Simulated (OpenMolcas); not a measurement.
## How basis sets differ on CH5BO (SMILES CBO)

CH5BO has 8 atoms, charge 0, and is taken as a singlet. SMILES: `CBO`. Geometry: relaxed at PBE0-D4/def2-TZVP. This is one conformer, not always the lowest.

```xyz
8

C    -0.6186    0.7103   -0.3246
B     0.5088   -0.2401    0.1802
O     0.2407   -1.5583    0.3556
H    -1.5683    0.2012   -0.4994
H    -0.3085    1.2051   -1.2519
H    -0.7805    1.5201    0.3957
H     1.6205    0.1631    0.4208
H     0.9982   -2.0584    0.6677
```

Each level gives the dipole moment (D). The values are calculated.

```
                              level          kind     program  value (D)
                  HF/ANO-R0 (sfX2C)  Hartree–Fock  OpenMolcas       1.98
               HF/ANO-RCC-MB (DKH2)  Hartree–Fock  OpenMolcas       1.31
                          HF/STO-3G  Hartree–Fock  OpenMolcas       1.20
                           HF/3-21G  Hartree–Fock  OpenMolcas       1.50
HF/ANO-XS-VDZP (DKH2, RICD fitting)  Hartree–Fock  OpenMolcas       1.27
          HF/cc-pVDZ (RICD fitting)  Hartree–Fock  OpenMolcas       1.18
                        HF/def2-SVP  Hartree–Fock  OpenMolcas       1.24
                       HF/6-311+G**  Hartree–Fock  OpenMolcas       1.27
```

The values span 1.18 to 1.98 D. Magnitudes only. Sets without polarisation functions give poor dipoles. Without the sets that lack polarisation functions the rows with a basis span only 1.18 to 1.27 D.
